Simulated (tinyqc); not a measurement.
Inside a calculation. Method: ROHF in the sto-3g basis, for BH2, spin multiplicity 2. One step of it, computed by the program tinyqc.

Task: Iteration 2: DIIS coefficients. Solve [B -1; -1 0][c; lambda] = [0; -1] for the coefficients, which sum to one.

B (overlaps of the stored error matrices):
```
               1              2
1  7.7723874e-01  3.7374400e-02
2  3.7374400e-02  5.6454132e-02
```

Give: DIIS coefficients.

Result:

DIIS coefficients: 0.0251  0.9749
